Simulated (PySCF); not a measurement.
**B₂H, quartet: bend scan**

Starting geometry (PBE0/def2-TZVP stationary point for this spin, not checked as a minimum):

```xyz
3

B     0.0000    0.0000    0.1141
B     0.0000    0.0000   -1.4064
H     0.0000    0.0000    1.2923
```

From there the angle named below is changed in its plane at fixed bond lengths, both arms turning rigidly about the middle atom; atoms are numbered as listed. Energies are in kJ/mol, counted from the starting geometry at the same level. Kohn–Sham curves keep the symmetry of the cluster determinant, unrestricted for open shells and where UHF breaks spin symmetry.

Basis 6-31G; PySCF 2.14.0. Correlated methods freeze the noble-gas cores.

Full CI is exact within this basis and frozen core; it isn't the basis-set limit.

```
angle B2-B1-H3 (°)  r2SCAN
              69.0   175.4
              89.2   135.2
             108.1    93.0
             122.9    61.5
             143.7    25.9
             161.6     6.8
             180.0     0.0
```

Q: Estimate the full CI curve in 6-31G from this one, knowing how r2SCAN errs.

A: The computed full CI values, in kJ/mol from the starting point, and the error of r2SCAN against them:
| angle B2-B1-H3 (°) | full CI | r2SCAN less full CI |
| --- | --- | --- |
| 69.0 | 182.3 | -6.9 |
| 89.2 | 141.6 | -6.4 |
| 108.1 | 97.1 | -4.1 |
| 122.9 | 63.3 | -1.8 |
| 143.7 | 25.2 | 0.7 |
| 161.6 | 5.9 | 0.9 |
| 180.0 | 0.0 | 0.0 |

The error spans 7.8 kJ/mol and is largest, -6.9 kJ/mol, at 69.0 °.

In so small a basis the reference is far from its limit while semilocal and hybrid functionals are nearer theirs, so the functionals' errors here hold much of the reference's basis and frozen-core error, which can add to them or hide them.
